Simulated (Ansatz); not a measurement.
Input file:

```yaml
crystal:
  periodic: [false, false, false]
  atoms:
    - {symbol: Ge, position_ang: [0.000000, -0.063662, 1.106172]}
    - {symbol: O, position_ang: [0.000000, 0.336604, -4.980682]}
    - {symbol: H, position_ang: [1.259685, -0.812129, 1.583594]}
    - {symbol: H, position_ang: [0.000000, 1.391697, 1.581046]}
    - {symbol: H, position_ang: [-1.259685, -0.812129, 1.583594]}
    - {symbol: H, position_ang: [0.000000, -0.522511, -5.407389]}
basis:
  gaussian: {orbitals: cc-pVDZ}
magnetization: {spin_polarized: true, initial_magnetization: 0}
hamiltonian: {xc: hf}
output: {orbitals: {seedname: orbitals}}
```

```sh
$ ansatz run in.yaml --threads 1 --pin off --events-out ev --progress --plain --max-ram 2393MiB
```

Output:

```
630 factors; integrals over basis functions are off by at most 1.0e-3 eV
mean field evaluation 1: about -58558.1745 eV, gradient 3.5e1 eV
mean field evaluation 2: about -58558.1874 eV, gradient 3.5e1 eV
mean field evaluation 4: about -58560.3895 eV, gradient 2.6e1 eV
mean field evaluation 8: about -58562.2431 eV, gradient 1.4e1 eV
mean field evaluation 16: about -58564.5259 eV, gradient 2.7e-1 eV
mean field evaluation 32: about -58570.5594 eV, gradient 4.8e-3 eV
mean field evaluation 64: about -58570.4796 eV, gradient 5.2e0 eV
mean field evaluation 96: about -58570.5237 eV, gradient 2.1e0 eV
mean field evaluation 128: about -58570.5592 eV, gradient 1.9e-5 eV
mean field evaluation 160: about -58559.2633 eV, gradient 1.4e1 eV
mean field evaluation 192: about -58564.7042 eV, gradient 4.5e0 eV
mean field evaluation 224: about -58560.4164 eV, gradient 5.2e0 eV
mean field -58570.55935654 eV, -2152.4283558019 hartree, gradient 8.4e-6 eV, S^2 1.008467; 6 other end points of the search recorded, 0 dependent functions left out
reference -58570.55935654 eV, -2152.4283558019 hartree; 22, 22 occupied and 39, 39 virtual orbitals, 630 factors
Total energy: -58570.55935654 eV, -2152.4283558019 hartree
```

Ran on 1 thread of Arm Neoverse V1, shared host: 6 s wall, 0.29 GiB peak host memory.
